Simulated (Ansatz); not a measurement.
Two shapes of singlet CH₂O₂.

Shape 1:

```xyz
5

C    -0.0126   -0.3799   -0.0539
O    -0.0030   -0.3736    1.0519
O    -0.0154    0.6585   -0.9479
H    -0.0200   -1.2939   -0.6847
H    -0.0399    1.4150   -0.3451
```

Shape 2:

```xyz
5

C     0.0098   -0.4075   -0.0961
O     0.0041   -0.3711    1.0977
O    -0.0024    0.6541   -0.9103
H    -0.0078   -1.3363   -0.6938
H    -0.0063    1.4500   -0.3355
```

Basis set: STO-3G (spherical functions). Frozen core: 3 orbitals. Charge 0, multiplicity 1.

Computed with Ansatz (development build ahead of 0.2.0); each method stands on the lowest determinant of its kind that the runs found.

Problem. Which shape is lower in energy, and by how much in each method?

Solution.

| method | E(2) − E(1) (eV) |
| --- | --- |
| RHF | -0.826 |
| RHF-MP2 | -1.060 |

Shape 2 is lower. Caution: no unrestricted run beside it, a lower state can exist.
